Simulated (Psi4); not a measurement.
Dimer: H2O (SMILES O) (first 3 atoms) with H2O (SMILES O); geometry from A24 set.
(charge 0, multiplicity 1):
```xyz
6

O     -0.0670     0.0000     1.4944
H      0.8157     0.0000     1.8659
H      0.0689     0.0000     0.5391
O      0.0625     0.0000    -1.4226
H     -0.4070    -0.7602    -1.7717
H     -0.4070     0.7602    -1.7717
```

The numbers are results of SAPT0/jun-cc-pV(D+d)Z (Psi4), not measurements.

**Question.** Which attractive term is largest, and how does the interaction split up?

**Answer.** electrostatics -36.1, exchange 28.2, induction -8.5, dispersion -5.2, total -21.6 kJ/mol; the largest attraction is electrostatics.
